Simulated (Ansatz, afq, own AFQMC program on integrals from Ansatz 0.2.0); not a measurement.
Two steps: Ansatz 0.2.0 writes the Fock matrix and Cholesky factors of the valence space, and afq projects on them the lowest state that overlaps trial and start.

```yaml
crystal:
  periodic: [false, false, false]
  atoms:
    - {symbol: Si, position_ang: [0.000000, 0.000000, 0.554993]}
    - {symbol: O, position_ang: [0.000000, 0.000000, -1.121434]}
    - {symbol: H, position_ang: [0.000000, 1.331946, 1.168229]}
    - {symbol: H, position_ang: [0.000000, -1.331946, 1.168229]}
basis:
  gaussian: {orbitals: cc-pVDZ}
magnetization: {spin_polarized: true, initial_magnetization: 2}
correlation: {method: ccsd_t, electrons: outside_noble_gas, hamiltonian_folder: ham}
```

```sh
$ ansatz run in.yaml --threads 1 --pin off --events-out ev --progress --plain --max-ram 1382MiB
```

afq runs on the folder ham with

```
--method phaseless --trial hf --walkers 120 --populations 1 --least-time 40 --time-step 0.005 --steps-per-block 20 --equilibration-blocks 112 --max-blocks 600 --target-error 0.00126 --factor-cut 1e-05 --start spin_pure --seed 7417 --taylor-order 6
```

Times are imaginary, in 1/Eh. The walk had a cap of 1252 s.

Output of the walk:

```
orbitals 36  electrons 7 5  factors 265 of 398
reference energy -364.86278494 Eh
CCSD correlation -0.25884383 Eh in 12 cycles, weight of the determinant in the CISD state 0.8915
energy of the start -364.863251 Eh
 block  time / (1/Eh)  mean weight  energy / Eh
     1     0.100  1.0029  -364.937328
     2     0.200  1.0033  -364.988484
     3     0.300  1.0018  -365.030350
     4     0.400  1.0016  -365.040376
     5     0.500  1.0015  -365.054965
     8     0.800  0.9994  -365.089337
    18     1.800  0.9995  -365.113090
    69     6.900  0.9982  -365.160720
   120    12.000  1.0028  -365.128981
   171    17.100  1.0006  -365.100827
   222    22.200  1.0005  -365.145592
   273    27.300  1.0011  -365.124795
   290    29.000  1.0005  -365.192628
   324    32.400  0.9985  -365.151877
   375    37.500  1.0003  -365.123011
   426    42.600  0.9989  -365.132366
   477    47.700  1.0010  -365.090931
   511    51.100  0.9984  -365.082138
   528    52.800  0.9998  -365.101340
   579    57.900  1.0007  -365.107250
   630    63.000  0.9986  -365.101235
   681    68.100  0.9987  -365.093727
   698    69.800  1.0004  -365.129611
blocks merged  error / Eh  count
     1  0.000805  600
     2  0.001058  300
     4  0.001359  150
     8  0.001577  75
    16  0.001857  37
    32  0.001802  18
    64  0.002046  9
energy -365.126666 +/- 0.001857 Eh
(rows thinned)
```

The run passed its tests (sampling time, drift between the halves within three errors, error under three times the target), which doesn't prove that it has relaxed.

Against this walk (error 50.5 meV) on the same determinant: CCSD(T) 12.5 meV lower (within the noise), CCSDT(Q) 54.4 meV lower (within the noise), a separate phaseless walk with a CISD trial and standard settings 41.4 ± 51.7 meV lower (within the noise). The error is statistical and leaves out the bias of the constraint.

Cautions: constraint bias not in the error; error above the target (50.5 against 34.3 meV); lower spins were not checked.

The walk took 4.8 min on 1 thread of Arm Neoverse V2, with other jobs on the host. The log's last line is the phaseless energy.

CCSDT and higher add their correlation energy to the determinant of the CCSD(T) run, since their own runs factorise the integrals more tightly (a shift of under 2 meV). A walk keeps the symmetry of its determinant, which the program's search chose and which needn't be the lowest solution, so a lower state of the same spin and another symmetry isn't excluded.
